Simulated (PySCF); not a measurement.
Gas-phase reaction: Si₂N + 3 H + 3 NH₃ = 2 SiH₂(NH₂)₂

Computed with PySCF and rigid-rotor harmonic-oscillator thermochemistry at 1 bar. † marks an energy on the PBE0/def2-TZVP geometry and frequencies. Open shells (unrestricted): Si₂N (multiplicity 2), H (multiplicity 2); the rest are closed-shell singlets. Spin-orbit splitting is ignored; it lowers the true energy and changes the entropy of Si₂N. SiH₂(NH₂)₂: computed as isolated molecules; such fragments, hydroxides, amides, oligomers or adducts are transient or little studied in the gas.

BLYP/def2-TZVP† gives ΔH°(298 K) = -1105 kJ.

Problem. What do LDA/def2-TZVP†, PBE/def2-TZVP†, ωB97X-V/def2-TZVP† give?

Solution. LDA/def2-TZVP†: -1313 kJ; PBE/def2-TZVP†: -1137 kJ; ωB97X-V/def2-TZVP†: -1256 kJ. For scale, ΔH°(298 K) is -1105 kJ at this level, -1219 kJ at ωB97M-V/def2-TZVP†, and runs from -1467 to -1105 kJ over the 14 levels computed.
